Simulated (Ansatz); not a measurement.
Species: C₂H₅, SMILES `[CH2+]C` (charge 1, multiplicity 1).

Problem. Give a relaxed geometry from PBE0-D3(BJ)/def2-TZVP (Ansatz, a first-principles code).

Solution. the end point of this relaxation (outside a Z-matrix the atoms follow the SMILES, hydrogens last).
Z-matrix (Å, degrees):
```
C
H 1 1.0847
C 1 1.4008 2 118.15
H 3 1.0909 1 120.29 2 -179.94
H 3 1.0912 4 116.79 1 -179.94
H 1 1.1166 2 113.58 3 126.62
H 1 1.1171 2 113.58 6 107.11
```
